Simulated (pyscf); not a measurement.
Thermochemistry of product channels of S=Ge: (SMILES [S]=[Ge]) [singlet] + HCl (SMILES Cl) on the singlet surface, in eV, from CCSD(T)/def2-TZVPP + ΔMP2(QZVPP) energies (ideal gas, 1 atm, RRHO with modes under 100 cm⁻¹ raised to 100, one conformer, R ln 2 for chiral ones without a mode under 150 cm⁻¹). Single points on ωB97X-D3(BJ)/def2-SVP structures (PySCF, gas phase). MP2 and CC: frozen core, UHF for open shells. ΔMP2 is the change of the MP2 total energy from the triple- to the quadruple-zeta basis.

| products | ΔE | ΔH(298 K) | ΔG(298 K) | ΔG(1200 K) |
|---|---|---|---|---|
| HS–Ge:–Cl (SMILES [SH][Ge][Cl]) [singlet] | -0.96 | -0.93 | -0.57 | +0.47 |
| S=GeH–Cl (SMILES [S]=[GeH][Cl]) | … | -0.30 | +0.08 | +1.19 |

Problem. Some entries are withheld; supply them.

Solution. 
- S=GeH–Cl (SMILES [S]=[GeH][Cl]), ΔE: -0.32

The channel to HS–Ge:–Cl [singlet] turns unfavourable between 298 and 1200 K (ΔG from -0.57 eV to +0.47 eV).

These are energies of the channels, which say nothing of barriers. The CCSD(T) − MP2 part came from Ansatz, without density fitting, on the same reference. The frozen core leaves the outer d or s,p core shells of the metals and heavy elements correlated in the MP2 and CC values, and def2-TZVPP describes them poorly, which can shift differences by a few kcal/mol. Elements up to Kr have no core potential and no relativistic terms here.
